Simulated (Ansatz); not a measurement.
Molecule: O₂, charge 0, multiplicity 3. SMILES: O=O
Geometry from a B3LYP-D3(BJ)/def2-TZVP (Ansatz, a quantum-chemistry and plane-wave program) optimisation:
```
O
O 1 1.2043
```
Charge 0, spin multiplicity 3.

Quantity: vertical ionisation energy (to the doublet state of charge +1; each state is the SCF solution reached for its spin; the UHF <S^2> is 1.39 for the doublet (pure: 0.75); for the doublet T1 is 0.101), in eV. Cores are frozen in the correlated levels unless marked. Open shells are spin-unrestricted. Spin-orbit coupling is left out. Non-relativistic. CBS marks a two-point X^-3 extrapolation of the correlation energy; Hartree-Fock from the larger set. The program attaches cautions to a run behind CCSD(T)/CBS(aug-cc-pVTZ,aug-cc-pVQZ): large difference.

```tsv
level	program	vertical ionisation energy (eV)
B3LYP/def2-TZVPD	Ansatz	13.00
BHLYP/def2-TZVPD	Ansatz	13.31
CAM-B3LYP/def2-TZVPD	Ansatz	13.11
wB97M-V/def2-TZVPD	Ansatz	12.77
```

### Question
What does CCSD(T)/CBS(aug-cc-pVTZ,aug-cc-pVQZ) (Ansatz) give?

### Answer
12.49 eV, so wB97M-V/def2-TZVPD differs from it by 0.28 eV.
